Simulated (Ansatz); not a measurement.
A structure relaxed at PBE0-D4/def2-TZVP in Ansatz, charge 0, doublet:

Cartesian coordinates in Å:
```
P 1.472 1.028 -0.746
P 0.000 -0.001 0.000
P -1.472 -1.028 0.746
```

Give its formula and point group.

P3. Point group D∞h (tolerance 0.1 Å).

Summarise the bond lengths by kind (pairs closer than 1.2 times the sum of covalent radii, bridged metal pairs left out).

2 × P–P 1.94 Å.

Another isomer (doublet) lies 1.40 eV lower at PBE0-D4/def2-TZVP; other spin states weren't run for this one.
